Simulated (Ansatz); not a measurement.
Species: CH$_{2}$NO, charge 0, multiplicity 2. It need not be the lowest isomer of its formula. 
Coordinates optimised at B3LYP-D3(BJ)/def2-TZVP (Ansatz, a quantum-chemistry and plane-wave program):
SMILES: O=[C]N
```xyz
5

O     -0.2249     1.1992    -0.0769
C     -0.4363     0.0284    -0.0099
N      0.4179    -0.9973     0.0683
H      0.0715    -1.9373     0.1188
H      1.4203    -0.8452     0.0780
```
Charge 0, spin multiplicity 2.

Computed values are from Ansatz. Valence correlation only, unless marked. UHF or UKS for open shells. Spin-orbit coupling is left out. No relativistic terms. CBS(X,Y): correlation extrapolated as X^-3; Hartree-Fock from the larger set.

Question: What is the dipole moment at CCSD(T)/aug-cc-pVDZ?

Answer: 3.58 D.

Question: What is the total energy at CCSD(T)/CBS(cc-pVTZ,cc-pVQZ)?

Answer: -169.0649 Eh.

Question: What is the T1 diagnostic at CCSD/cc-pVQZ?

Answer: 0.020.

Question: What is the atomisation energy De at CCSD(T)/CBS(cc-pVTZ,cc-pVQZ)?

Answer: 1947.4 kJ/mol.
